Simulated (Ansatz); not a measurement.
Relaxation of H9NSi2 (12 atoms, charge 0, multiplicity 1), to a largest force component of 0.03 eV/Å in at most 50 steps.

Method: RKS B3LYP-D4/6-31G* (Ansatz 0.2.0).

```xyz
12
Properties=species:S:1:pos:R:3
Si -0.110 0.287 0.141
N -0.271 0.587 1.891
H -1.172 0.450 2.338
H 0.486 0.341 2.512
H 1.282 0.633 -0.237
H -1.077 1.175 -0.554
H -0.394 -1.099 -0.335
Si 1.590 -2.503 1.191
H 0.571 -3.521 0.830
H 2.323 -2.080 -0.028
H 2.556 -3.109 2.151
H 0.927 -1.351 1.823
```

Problem. Where does it end, and by what steps?

Solution. The forces met the threshold. The force dipped under the threshold on the way, but the program's further checks kept it going. After 8 steps the energy has fallen by 0.263 eV; H12 moved furthest, 0.59 Å.

```
step  energy less start (eV)  largest force component (eV/Å)  accepted
   0                  0.0000                           1.090       yes
   1                 -0.1830                           0.592       yes
   2                 -0.2459                           0.149       yes
   3                 -0.2585                           0.134       yes
   4                 -0.2421                           0.878        no
   5                 -0.2603                           0.029       yes
   6                 -0.2620                           0.047       yes
   7                 -0.2626                           0.080       yes
   8                 -0.2629                           0.026       yes
```

```xyz
12
Properties=species:S:1:pos:R:3
Si -0.249 0.510 0.128
N -0.432 0.868 1.817
H -1.367 0.864 2.209
H 0.219 0.447 2.471
H 1.141 0.851 -0.272
H -1.223 1.354 -0.614
H -0.489 -0.906 -0.295
Si 1.822 -2.837 1.250
H 0.708 -3.745 0.878
H 2.455 -2.281 0.028
H 2.834 -3.590 2.037
H 1.294 -1.725 2.085
```

Time of the run: 27 s on 1 thread of Arm Neoverse V2, on a shared host, peak memory 0.14 GiB.
